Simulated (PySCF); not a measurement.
## Relaxation of quartet [S4]+

Method: PySCF, UPBE0, basis S def2-TZVP (no relativity, density fitting). A (50,194) grid was used.

A start displaced from a saddle point along its imaginary mode, of D2 symmetry, held to at least that symmetry:

Coordinates in bohr (charge 1 multiplicity 4):
```
S     1.5598    1.6665    1.3513
S     1.5598   -1.6665   -1.3513
S    -1.5598    1.6665   -1.3513
S    -1.5598   -1.6665    1.3513
```

Task: What does it relax to?

Result: It ends at D2d with S–S 1.968 Å (×2), S–S 2.620 Å (×4); S–S–S 44.1° (×4), S–S–S 67.9° (×8). A frequency run shows 2 imaginary modes (one degenerate set), down to 145i cm⁻¹, so it is a higher-order saddle point. Other isomers or separated fragments may lie lower.

Task: How much energy is released, and in how many steps?

Result: 72.4 kJ/mol in 10 steps.

At this level a doublet minimum of D4h symmetry lies 259 kJ/mol below this structure.

The relaxation took 36 s on 4 threads of a shared Arm Neoverse V2 host, with 148 basis functions and 11 gradients; the process peaked at 1.5 GiB. Launch command: `OMP_NUM_THREADS=4 python axn.py task.json out`.
